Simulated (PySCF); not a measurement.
oxygen (O2), SMILES O=O (connectivity only; charge and spin as stated), neutral, multiplicity 3. Atoms are numbered in the order given.

```xyz
2

O      0.0000     0.0000    -0.5963
O      0.0000     0.0000     0.5963
```
Charge 0, spin multiplicity 3.

Coordinates come from a PBE0-D3(BJ)/def2-TZVPD optimisation.

Two levels are set side by side: PBE/pcH-1 (PySCF) and B3LYP/pcH-1 (PySCF). Contact hyperfine couplings, same geometry. Differences are taken from unrounded values.

```tsv
quantity	B3LYP
A(iso) of 17O, atom O1 (MHz)	-36.8
A(iso) of 17O, atom O2 (MHz)	-36.8
```

**Question.** What does PBE give, and how far is it from B3LYP? (The exact figures need the calculation; the answer reports its results.)

**Answer.** 
| quantity | PBE | PBE minus B3LYP |
|---|---|---|
| A(iso) of 17O, atom O1 (MHz) | -16.3 | 20.4 |
| A(iso) of 17O, atom O2 (MHz) | -16.3 | 20.4 |

Rough cost on one machine, each run with all the roots and properties that it gave: B3LYP against PBE within a factor of 2.
